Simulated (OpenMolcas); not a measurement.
**LiO (SMILES [Li][O]): the vertical ionisation energy from total energies**

LiO has 2 atoms, charge 0, and is taken as a doublet. As SMILES, `[Li][O]`. The shape is that of a PBE0-D4/def2-TZVP optimisation.

```xyz
2

Li    0.0000    0.0000   -0.0574
O     0.0000    0.0000    1.6232
```

Both states at this one shape; open shells run unrestricted unless said. 1 Eh = 27.2114 eV.

```tsv
level	program	doublet LiO (Eh)	singlet LiO+ (Eh)
USVWN5/STO-3G	OpenMolcas	-80.818066	-80.401979
U-r2SCAN/STO-3G	OpenMolcas	-81.478276	-81.079230
```

**Question.** Work out the vertical ionisation energy at each level.

**Answer.** 
1. USVWN5/STO-3G: -80.401979 − (-80.818066) = 0.416087 Eh = 11.32 eV.
2. U-r2SCAN/STO-3G: -81.079230 − (-81.478276) = 0.399046 Eh = 10.86 eV.

No measured value is set beside it here; the levels span 10.86 to 11.32 eV. Minimal sets are far from the basis-set limit.
